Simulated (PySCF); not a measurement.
Relaxation of singlet SF₃⁺

Computed with PBE0 in PySCF with S def2-TZVP, F def2-TZVP; no relativity; density-fitted integrals. A (50,194) grid was used.

A hand-made trigonal pyramidal start, of C3v symmetry, held to at least that symmetry:

```xyz
4
charge 1 multiplicity 1, angstrom
S     0.0000    0.0000   -0.4922
F     1.4450    0.0000    0.2761
F    -0.7225    1.2514    0.2761
F    -0.7225   -1.2514    0.2761
```

Task: What forces act on the atoms at the start (eV/Å)?

Result: 
| atom | Fx | Fy | Fz |
| --- | --- | --- | --- |
| S1 | 0.01 | 0.00 | 5.72 |
| F2 | -3.91 | 0.00 | -1.91 |
| F3 | 1.95 | -3.37 | -1.90 |
| F4 | 1.95 | 3.37 | -1.90 |

Task: What does it relax to?

Result: It ends at C3v with S–F 1.503 Å (×3); F–S–F 99.6° (×3). A frequency run shows a minimum.

Task: How much energy is released, and in how many steps?

Result: 96.4 kJ/mol in 5 steps.
